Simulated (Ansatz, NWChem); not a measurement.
The same job for Ansatz

NWChem 7.3.0 runs this on SiH3F (SMILES F[SiH3]):

run.py:
```python
from ase import Atoms
from ase.calculators.nwchem import NWChem

atoms = Atoms(['F', 'Si', 'H', 'H', 'H'], positions=[
    [-1.274600, 0.162800, 0.858000],
    [0.043300, -0.019300, -0.030700],
    [-0.367800, -0.192600, -1.443700],
    [0.768600, -1.217900, 0.451600],
    [0.880500, 1.193400, 0.123400],
])

calc = NWChem(
    label='struct',
    theory='mp2',
    memory='2200 mb',
    basis='def2-TZVPP',
    basispar='spherical bse',
    scf={'nopen': '0', 'rhf': None, 'thresh': '1e-08', 'maxiter': '80'},
    mp2={'freeze': 'core 6', 'tight': None},
)
atoms.calc = calc

forces = atoms.get_forces()
print(f"energy = {atoms.get_potential_energy():.6f} eV")
print("forces (eV/A):")
for s, f in zip(atoms.symbols, forces):
    print(f"{s:2s} {f[0]:10.5f} {f[1]:10.5f} {f[2]:10.5f}")
```

```bash
$ export ASE_NWCHEM_COMMAND="nwchem PREFIX.nwi > PREFIX.nwo"
$ python run.py
```

The shape is that of a PBE0-D4/def2-TZVP optimisation.

It gives a total energy of -390.614676 Eh.

Write the same calculation for Ansatz 0.2.0 as an input file of the program's own, asking for the energy.

One way, which was run:

input.yaml:
```yaml
crystal:
  periodic: [false, false, false]
  atoms:
    - {symbol: F, position_ang: [-1.274600, 0.162800, 0.858000]}
    - {symbol: Si, position_ang: [0.043300, -0.019300, -0.030700]}
    - {symbol: H, position_ang: [-0.367800, -0.192600, -1.443700]}
    - {symbol: H, position_ang: [0.768600, -1.217900, 0.451600]}
    - {symbol: H, position_ang: [0.880500, 1.193400, 0.123400]}
basis:
  gaussian:
    orbitals: def2-TZVPP
correlation:
  method: mp2
  frozen_orbitals: {F: 1, H: 0, Si: 5}
accuracy: high
```

```bash
$ ansatz run input.yaml --threads 1 --pin off --max-ram 3480MiB --events-out events.jsonl --progress --plain --runs-dir runs
```

Its energy is -390.614676 Eh, 0.000 mEh from the first.
